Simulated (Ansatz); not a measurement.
H2As–AsH, doublet: vertical spin and charge gaps

Geometry (PBE0/def2-TZVP stationary point for this spin, not checked as a minimum):

```xyz
5

As    0.0449    0.0284    1.2002
As   -0.0206   -0.0401   -1.2193
H    -1.2955    0.7361    1.3538
H    -0.5789   -1.3514    1.3532
H     0.0639    1.4846   -1.2822
```

Basis cc-pVDZ; Ansatz 0.2.0. Only valence electrons are correlated (noble-gas cores and the filled d shells of p-block atoms frozen). Prefix R: restricted or restricted open-shell reference; prefix U: unrestricted. No spin–orbit coupling is included, and no scalar relativity.

Gaps are energies of the second state less the first, at fixed atoms, for a selection of the levels run; each method lands on the state that its own search finds for that charge and spin.

Unrestricted rows (U, and Kohn–Sham where it breaks symmetry) aren't spin-pure: their determinants' ⟨S²⟩ exceeds S(S+1) by up to 0.63, so they mix in states of higher spin. For open shells CISD is restricted-active-space CI with the open shells as a complete middle space. A value is left out where its run failed or describes another state than the reference as far as symmetry and spin tell, or, spin-broken singlets apart, can't be checked.

Removing an electron, to the singlet: 8.170 eV at UCCSDT(Q).

| level | gap (eV) | error (meV) | ⟨S²⟩ where 0.1 over S(S+1) (first / second) |
| --- | --- | --- | --- |
| UHF | 8.105 | -65 | – / 0.63 |
| UMP2 | 8.540 | 370 | – / 0.63 |
| CISD | 8.293 | 123 | – / – |
| UCCSD | 8.299 | 129 | – / 0.63 |
| UCCSD(T) | 8.235 | 65 | – / 0.63 |
| BCCD(T) | 8.196 | 26 | – / – |
| UCCSDT | 8.189 | 19 | – / 0.63 |
| PBE | 8.286 | 116 | – / – |
| r2SCAN | 8.597 | 427 | – / 0.14 |
| PBE0 | 8.535 | 365 | – / – |
| B3LYP | 8.436 | 266 | – / – |
| wB97M-V | 8.499 | 329 | – / – |
| B2PLYP | 8.386 | 216 | – / 0.23 |
| RPA-PBE | 8.206 | 36 | – / – |

Removing an electron, to the triplet: 9.020 eV at UCCSDT(Q).

```
   level  gap (eV)  error (meV)
     UHF     8.383         -637
    UMP2     9.063           43
    CISD     8.946          -74
   UCCSD     9.012           -8
UCCSD(T)     9.025            5
 BCCD(T)     9.029            9
  UCCSDT     9.018           -2
     PBE     9.236          216
  r2SCAN     9.338          318
    PBE0     9.310          290
   B3LYP     9.336          316
 wB97M-V     9.294          274
  B2PLYP     9.198          178
 RPA-PBE     9.136          116
```

Question: PBE gives 4.445 eV for quartet less doublet. Estimate what UCCSDT(Q) gives in cc-pVDZ.

Answer: UCCSDT(Q) in cc-pVDZ gives 4.449 eV, so against it PBE is off by -0.004 eV, of which a good part can be the reference's own basis and frozen-core error.

| level | gap (eV) | error (meV) |
| --- | --- | --- |
| UHF | 4.077 | -372 |
| UMP2 | 4.432 | -17 |
| CISD | 4.356 | -93 |
| UCCSD | 4.425 | -24 |
| UCCSD(T) | 4.449 | 0 |
| BCCD(T) | 4.458 | 9 |
| UCCSDT | 4.447 | -2 |
| r2SCAN | 4.432 | -17 |
| PBE0 | 4.432 | -17 |
| B3LYP | 4.539 | 90 |
| wB97M-V | 4.530 | 81 |
| B2PLYP | 4.529 | 80 |
| RPA-PBE | 4.482 | 33 |

In so small a basis the reference is far from its limit while semilocal and hybrid functionals are nearer theirs (RPA and double hybrids share much of the reference's basis error), so the functionals' errors here hold much of the reference's basis and frozen-core error, which can add to them or hide them.

Full CI isn't at hand for all of this; UCCSDT(Q) serves as the reference, and is uncertain by about the last step of the cluster series. The frozen core follows each run's orbitals, which can shift R against U totals by a few meV for light atoms and by up to 0.1 eV past Ca.
